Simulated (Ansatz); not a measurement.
Relaxation of CH$_{5}$NS$_{2}$ (9 atoms, charge 0, multiplicity 1), to a largest force component of 0.015 eV/Å in at most 40 steps.

The calculation used Ansatz, RKS PBE/def2-SVP.

```xyz
9
Properties=species:S:1:pos:R:3:forces:R:3
N 0.165 1.085 -0.791 0.64 0.01 -0.73
C 0.403 0.053 0.125 -0.71 -0.49 0.19
S 0.505 -1.524 -0.806 0.08 0.28 -0.99
S -0.854 -0.096 1.523 0.60 0.26 1.02
H -0.692 0.964 -1.316 -0.52 0.01 -0.23
H 0.204 2.006 -0.376 -0.06 0.50 0.27
H 1.346 0.211 0.651 0.49 0.16 0.35
H 0.801 -2.275 0.251 0.05 -0.49 0.68
H -1.877 -0.424 0.737 -0.57 -0.24 -0.56
```

Problem. Where does it end, and by what steps?

Solution. The forces met the threshold. After 7 steps the energy has fallen by 0.119 eV; H8 moved furthest, 0.35 Å.

```
step  energy less start (eV)  largest force component (eV/Å)  accepted
   0                  0.0000                           1.025       yes
   1                 -0.0923                           0.448       yes
   2                 -0.1066                           0.522       yes
   3                 -0.1167                           0.175       yes
   4                 -0.1184                           0.048       yes
   5                 -0.1187                           0.039       yes
   6                 -0.1188                           0.017       yes
   7                 -0.1188                           0.007       yes
```

```xyz
9
Properties=species:S:1:pos:R:3
N 0.194 1.101 -0.838
C 0.436 0.084 0.134
S 0.656 -1.483 -0.816
S -0.795 -0.099 1.553
H -0.698 0.949 -1.325
H 0.173 2.031 -0.404
H 1.373 0.321 0.681
H 0.456 -2.310 0.248
H -1.795 -0.593 0.767
```

Whether the end is a true minimum wasn't checked by a vibrational analysis.

Time of the run: 23 s on 1 CPU thread of a shared host.
